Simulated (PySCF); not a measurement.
Simulated outer-valence photoelectron spectrum of `BNC` (CH6BN). Method used: EOM-IP-CCSD/aug-cc-pVDZ in PySCF, restricted Hartree–Fock reference, frozen core, non-relativistic, gas phase, PBE0-D3(BJ)/def2-SVP geometry.

Each root has a Gaussian of 0.5 eV full width with its one-hole share as area; cross sections and vibrations are left out, and the highest printed point is 100.

| ionisation energy (eV) | intensity |
| --- | --- |
| 9.4 | 0 |
| 9.6 | 4 |
| 9.8 | 28 |
| 10.0 | 81 |
| 10.2 | 97 |
| 10.4 | 48 |
| 10.6 | 10 |
| 10.8 | 1 |
| 11.0 | 0 |
| 11.2 | 3 |
| 11.4 | 23 |
| 11.6 | 75 |
| 11.8 | 100 |
| 12.0 | 55 |
| 12.2 | 12 |
| 12.4 | 1 |
| 12.6 | 1 |
| 12.8 | 9 |
| 13.0 | 46 |
| 13.2 | 96 |
| 13.4 | 84 |
| 13.6 | 30 |
| 13.8 | 11 |
| 14.0 | 39 |
| 14.2 | 92 |
| 14.4 | 89 |
| 14.6 | 38 |
| 14.8 | 28 |
| 15.0 | 73 |
| 15.2 | 100 |
| 15.4 | 57 |
| 15.6 | 17 |
| 15.8 | 27 |
| 16.0 | 78 |
| 16.2 | 96 |
| 16.4 | 49 |
| 16.6 | 10 |
| 16.8 | 1 |
| 17.0 | 0 |
| 17.2 | 0 |
| 17.4 | 0 |
| 17.6 | 6 |
| 17.8 | 37 |
| 18.0 | 88 |
| 18.2 | 86 |
| 18.4 | 35 |
| 18.6 | 6 |
| 18.8 | 0 |

Where are the maxima, and how many lines lie under the curve?

7 maxima, at 10.1, 11.8, 13.3, 14.3, 15.2, 16.1 and 18.1 eV, from 7 lines.

List the lines with their holes.

```
E (eV)  leading hole (HF orbital)  area  Koopmans (eV)
 10.14                       HOMO  0.95          10.94
 11.77                     HOMO-1  0.96          12.42
 13.27                     HOMO-2  0.96          14.18
 14.29                     HOMO-3  0.95          15.23
 15.17                     HOMO-4  0.95          16.19
 16.15                     HOMO-5  0.94          17.42
 18.09                     HOMO-6  0.92          19.76
```

The widest gap, 1.94 eV, lies between 16.15 and 18.09 eV. Only orbitals with −ε under 21 eV, eight at most, were ionised, so the high end of the curve may lack lines.

On an Arm Neoverse V2 with one thread, no GPU (shared host), this took 8.1 min wall.
